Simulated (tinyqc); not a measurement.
Worked calculation: UHF in the sto-3g basis, for H2O, spin multiplicity 3. One step of it, computed by the program tinyqc.

Problem. Iteration 2: DIIS coefficients. Solve [B -1; -1 0][c; lambda] = [0; -1] for the coefficients, which sum to one.

B (overlaps of the stored error matrices):
```
,1,2
1,2.4048055e+02,1.2045761e+02
2,1.2045761e+02,6.0445921e+01
```

Give: DIIS coefficients.

Solution.

DIIS coefficients: -1.000  2.000
